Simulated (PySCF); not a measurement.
SiH₂, SMILES [SiH2] (connectivity only; charge and spin as stated), neutral, multiplicity 1.

Geometry optimised at r2SCAN-D4/def2-TZVPD. The isomer is the one that the SMILES or the coordinates give; other isomers of the formula were not compared.

Two levels are set side by side: TDDFT-PBE/def2-TZVPD (PySCF) and TDDFT-LC-ωPBE/def2-TZVPD (PySCF). Vertical, same geometry. The lowest singlet is HOMO→LUMO 101 % with PBE and HOMO→LUMO 100 % with the other functional; states are paired by order. Differences are taken from unrounded values.

```json
[
 {"quantity": "lowest singlet excitation (eV)", "TDDFT-LC-ωPBE": "2.29", "TDDFT-PBE": "2.31", "TDDFT-PBE minus TDDFT-LC-ωPBE": "0.01"},
 {"quantity": "lowest triplet excitation (TDA) (eV)", "TDDFT-LC-ωPBE": "0.91", "TDDFT-PBE": "1.08", "TDDFT-PBE minus TDDFT-LC-ωPBE": "0.17"},
 {"quantity": "first bright state (f over 0.05) (eV)", "TDDFT-LC-ωPBE": "6.67", "TDDFT-PBE": "5.94", "TDDFT-PBE minus TDDFT-LC-ωPBE": "-0.73"},
 {"quantity": "its oscillator strength", "TDDFT-LC-ωPBE": "0.22", "TDDFT-PBE": "0.18", "TDDFT-PBE minus TDDFT-LC-ωPBE": "-0.04"}
]
```

Rough cost on one machine, each run with all the roots and properties that it gave: TDDFT-LC-ωPBE against TDDFT-PBE about 3 times.
